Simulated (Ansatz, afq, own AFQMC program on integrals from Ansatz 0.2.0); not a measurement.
Integrals from Ansatz 0.2.0, then the random walk in our own AFQMC program (afq).

```yaml
crystal:
  periodic: [false, false, false]
  atoms:
    - {symbol: P, position_ang: [0.000000, 0.000000, 0.000000]}
basis:
  gaussian: {orbitals: 6-31G}
magnetization: {spin_polarized: true, initial_magnetization: 5}
correlation: {method: ccsd_t, electrons: outside_noble_gas, hamiltonian_folder: ham}
```

```sh
$ ansatz run in.yaml --threads 1 --pin off --events-out ev --progress --plain --max-ram 16896MiB --backend cuda --devices 0, --max-vram 18GiB
```

Options of the walk:

```
--method phaseless --trial cisd --walkers 20 --populations 1 --least-time 40 --time-step 0.01 --steps-per-block 25 --equilibration-blocks 24 --max-blocks 160 --target-error 0.00054 --factor-cut 1e-06 --start spin_pure --seed 2550 --taylor-order 8
```

Times are imaginary, in 1/Eh. The walk had a cap of 60 s.

Output of the walk:

```
orbitals 8  electrons 5 0  factors 33 of 61
reference energy -340.13290762 Eh
CCSD correlation -0.00273648 Eh in 4 cycles, weight of the determinant in the CISD state 0.9977
energy of the start -340.135644 Eh
 block  time / (1/Eh)  mean weight  energy / Eh
     1     0.250  0.9995  -340.135647
     2     0.500  1.0004  -340.135649
     3     0.750  1.0014  -340.135659
     4     1.000  1.0000  -340.135666
     5     1.250  0.9999  -340.135661
     7     1.750  1.0001  -340.135646
     9     2.250  1.0002  -340.135657
    13     3.250  1.0008  -340.135685
    21     5.250  1.0005  -340.135646
    29     7.250  0.9992  -340.135646
    37     9.250  1.0005  -340.135662
    45    11.250  1.0001  -340.135654
    53    13.250  0.9987  -340.135669
    61    15.250  0.9998  -340.135631
    69    17.250  1.0000  -340.135643
    77    19.250  0.9972  -340.135646
    85    21.250  0.9997  -340.135642
    93    23.250  0.9999  -340.135643
   101    25.250  1.0011  -340.135681
   109    27.250  0.9990  -340.135654
   117    29.250  0.9996  -340.135689
   121    30.250  1.0016  -340.135615
   125    31.250  0.9993  -340.135633
   133    33.250  1.0004  -340.135637
   141    35.250  1.0010  -340.135633
   149    37.250  0.9987  -340.135649
   157    39.250  0.9994  -340.135651
   165    41.250  0.9997  -340.135732
   173    43.250  1.0001  -340.135642
   181    45.250  0.9986  -340.135667
blocks merged  error / Eh  count
     1  0.000002  160
     2  0.000002  80
     4  0.000002  40
     8  0.000002  20
    16  0.000003  10
energy -340.135652 +/- 0.000002 Eh
(rows thinned)
```

The run passed its tests (sampling time, drift between the halves within three errors, error under three times the target), which doesn't prove that it has relaxed. The second half of the sampling lies below the first by 1.5 errors of their difference, so the energy may still be moving and its error bar be too small.

Against this walk (error 0.1 meV) on the same determinant: CCSD(T) 0.0 meV lower (within the noise), CCSDT(Q) 0.1 meV lower, CCSDTQ 0.1 meV lower (within the noise), full CI 0.1 meV lower, a separate phaseless walk with a CISD trial and standard settings 0.1 ± 0.07 meV lower (within the noise). The error is statistical and leaves out the bias of the constraint.

Cautions: constraint bias not in the error; another spin lies lower (by 15.49 eV); in this basis the state lies above a state of the ion, a sign that the basis lacks the diffuse functions it needs, so its energy is an artefact of the basis; so few walkers bias the energy; the time-step error isn't removed.

The walk took 18 s on 1 × NVIDIA H100 80GB HBM3 with 2 threads of AMD EPYC 7R13 Processor (Zen 3), on a shared host (the card was shared). The log's last line is the phaseless energy.

CCSDT and higher add their correlation energy to the determinant of the CCSD(T) run, since their own runs factorise the integrals more tightly (a shift of under 2 meV). A walk keeps the symmetry of its determinant, which the program's search chose and which needn't be the lowest solution, so a lower state of the same spin and another symmetry isn't excluded.
